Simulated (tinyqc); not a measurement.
CCSD on RHF in the sto-6g basis, for LiH, spin multiplicity 1, step by step. One step of it, computed by the program tinyqc.

Question. CCSD: starting amplitudes. t_ij^ab = <ij||ab> / (e_i + e_j - e_a - e_b), whose energy is MP2.

orbital energies (hartree): MO1 -2.386729, MO2 -0.287963, MO3 0.078789, MO4 0.162666, MO5 0.162666, MO6 0.554599

Two-electron integrals over orbitals (pq|rs), unique and non-zero (hartree):
```
(11|11) 1.664441    (21|11) -0.111978   (21|21) 0.013670    (22|11) 0.370526
(22|21) 0.006526    (22|22) 0.491923    (31|11) -0.141265   (31|21) 0.011650
(31|22) -0.015867   (31|31) 0.022818    (32|11) 0.014336    (32|21) -0.003407
(32|22) -0.046661   (32|31) -0.000162   (32|32) 0.011996    (33|11) 0.399827
(33|21) -0.011201   (33|22) 0.223475    (33|31) 0.001745    (33|32) 0.006942
(33|33) 0.339690    (41|41) 0.010055    (42|41) 0.007368    (42|42) 0.023162
(43|41) 0.010228    (43|42) 0.019009    (43|43) 0.041393    (44|11) 0.396948
(44|21) -0.004104   (44|22) 0.271302    (44|31) -0.004705   (44|32) 0.005455
(44|33) 0.282589    (44|44) 0.313125    (51|51) 0.010055    (52|51) 0.007368
(52|52) 0.023162    (53|51) 0.010228    (53|52) 0.019009    (53|53) 0.041393
(54|54) 0.016875    (55|11) 0.396948    (55|21) -0.004104   (55|22) 0.271302
(55|31) -0.004705   (55|32) 0.005455    (55|33) 0.282589    (55|44) 0.279374
(55|55) 0.313125    (61|11) 0.056718    (61|21) -0.009540   (61|22) -0.006633
(61|31) -0.003111   (61|32) 0.001680    (61|33) 0.010470    (61|44) 0.000496
(61|55) 0.000496    (61|61) 0.009119    (62|11) -0.040837   (62|21) 0.004901
(62|22) 0.129655    (62|31) 0.000559    (62|32) -0.033234   (62|33) -0.012838
(62|44) -0.015286   (62|55) -0.015286   (62|61) -0.000046   (62|62) 0.124964
(63|11) 0.014125    (63|21) -0.003401   (63|22) -0.050013   (63|31) 0.004614
(63|32) 0.008206    (63|33) 0.035524    (63|44) 0.001437    (63|55) 0.001437
(63|61) 0.004057    (63|62) -0.030279   (63|63) 0.025223    (64|41) -0.006203
(64|42) -0.019614   (64|43) -0.014078   (64|64) 0.020011    (65|51) -0.006203
(65|52) -0.019614   (65|53) -0.014078   (65|65) 0.020011    (66|11) 0.364336
(66|21) 0.003510    (66|22) 0.457265    (66|31) -0.011261   (66|32) -0.041354
(66|33) 0.241231    (66|44) 0.269189    (66|55) 0.269189    (66|61) -0.002965
(66|62) 0.136425    (66|63) -0.042679   (66|66) 0.456516
```

Give: Starting amplitudes; correlation energy.

Answer.

Starting amplitudes (spin orbitals 1a, 1b, ...; amplitudes related by a flip of all spins are not repeated):
```
from      to          t
2a 2b  6a 6b    -0.0742
2a 2b  3a 6b     0.0275
2a 2b  5a 5b    -0.0257
2a 2b  4a 4b    -0.0257
2a 2b  3a 3b    -0.0164
1a 1b  3a 3b    -0.0046
1a 2b  5a 5b    -0.0025
1a 2b  4a 4b    -0.0025
1a 1b  5a 5b    -0.0020
1a 1b  4a 4b    -0.0020
1a 1b  6a 6b    -0.0016
1a 1b  3a 6b     0.0006
1a 2b  3b 6a     0.0005
1a 2a  3a 6a   3.39e-04
1a 2b  3a 6b  -1.69e-04
1a 2b  3a 3b   5.73e-05
1a 2b  6a 6b   1.21e-05
```

correlation energy = -0.012718 hartree
